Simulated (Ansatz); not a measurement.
Two shapes of singlet C3H3(+).

Shape 1:

```xyz
6

C     0.7904    0.0359   -0.0347
C    -0.3987    0.6637    0.0463
C    -0.3867   -0.6396    0.0256
H     1.9121   -0.0116   -0.0378
H    -0.9124    1.6294    0.0412
H    -0.9090   -1.6680   -0.0007
```

Shape 2:

```xyz
6

C     0.7245    0.0000    0.0000
C    -0.3622    0.6274    0.0000
C    -0.3622   -0.6274    0.0000
H     1.7310    0.0000    0.0000
H    -0.8655    1.4991    0.0000
H    -0.8655   -1.4991    0.0000
```

Basis set: cc-pVTZ (spherical functions). Left uncorrelated: 3 orbitals. Charge 1, multiplicity 1.

Computed with Ansatz (development build ahead of 0.2.0); each method stands on the lowest determinant of its kind that the runs found.

Which shape is lower in energy, and by how much in each method?

```tsv
method	E(2) − E(1) (eV)
RHF	0.735
RHF-MP2	1.051
```

Shape 1 is lower. Caution: no unrestricted run beside it, a lower state can exist.
